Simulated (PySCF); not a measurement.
One molecule, one basis, several functionals.

Species: C3H4FN.
SMILES: `N(=C/C=C/F)/[H]`

Torsions of this conformer, `[H]/[N:1]=[CH:2]\[CH:3]=[CH:4]\[F:5]`: N1–C2–C3–C4 180°.

PySCF, def2-SVPD basis, density fitting, gas phase, PBE0-D3(BJ)/def2-SVP geometry; singlet excitations by full TDDFT with frozen cores, triplets by Tamm–Dancoff TDDFT and ionisation energies by ΔSCF, from the lowest of the holes tried. One functional is left out:

| functional | exact exchange (%) | HOMO energy (eV) | LUMO energy (eV) | lowest singlet excitation (eV) | lowest triplet excitation (eV) | dipole moment (D) | mean polarisability (au) | vertical ionisation energy (eV) |
| --- | --- | --- | --- | --- | --- | --- | --- | --- |
| LDA | 0 | -6.39 | -2.66 | 4.04 | 3.50 | 1.758 | 50.7 | 10.19 |
| PBE | 0 | -6.30 | -2.40 | 4.19 | 3.53 | 1.740 | 50.4 | 9.91 |
| PBE0 | 25 | -7.81 | -1.43 | 4.78 | 3.47 | 1.658 | 48.6 | 9.99 |
| BHandHLYP | 50 | -8.80 | -0.32 | 5.21 | 3.42 | 1.587 | 47.7 | 9.89 |

Question: Predict the row of B3LYP (20 % exact exchange) by straight lines through the other rows, and check it.

Answer: 
```json
{"property": "HOMO energy (eV)", "line": "-7.39", "computed": "-7.60", "computed − line": "-0.21", "PBE0 (25 %), for comparison": "-7.81"}
{"property": "LUMO energy (eV)", "line": "-1.65", "computed": "-1.67", "computed − line": "-0.02", "PBE0 (25 %), for comparison": "-1.43"}
{"property": "lowest singlet excitation (eV)", "line": "4.58", "computed": "4.69", "computed − line": "+0.11", "PBE0 (25 %), for comparison": "4.78"}
{"property": "lowest triplet excitation (eV)", "line": "3.48", "computed": "3.51", "computed − line": "+0.03", "PBE0 (25 %), for comparison": "3.47"}
{"property": "dipole moment (D)", "line": "1.682", "computed": "1.651", "computed − line": "-0.031", "PBE0 (25 %), for comparison": "1.658"}
{"property": "mean polarisability (au)", "line": "49.3", "computed": "49.2", "computed − line": "-0.1", "PBE0 (25 %), for comparison": "48.6"}
{"property": "vertical ionisation energy (eV)", "line": "9.99", "computed": "10.01", "computed − line": "+0.02", "PBE0 (25 %), for comparison": "9.99"}
```
